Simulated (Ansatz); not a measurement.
Cartesian coordinates in Å:
```
N 0.834 -1.520 0.445
Si -0.436 -0.675 -0.359
Si -0.233 1.609 0.114
H 1.785 -1.205 0.339
H 0.798 -2.525 0.514
H -1.725 -1.207 0.162
H -0.482 -0.839 -1.846
H 1.133 2.085 -0.245
H -0.455 1.887 1.558
H -1.219 2.390 -0.682
```

Charge 0, multiplicity 1.

(1) List the r2SCAN/def2-TZVPP orbital energies in eV (Ansatz 0.2.0). (Estimate.)

Results:

(1) Computed: Occupied: -1791.02, -1790.67, -384.91, -141.44, -141.19, -96.30, -96.30, -96.28, -96.04, -96.03, -96.03, -22.28, -14.32, -12.90, -12.52, -10.15, -9.05, -8.71, -8.42, -7.40, -6.29. Lowest empty: -0.61, 0.02, 0.65, 1.00, 1.33, 1.69, 2.05, 2.47.
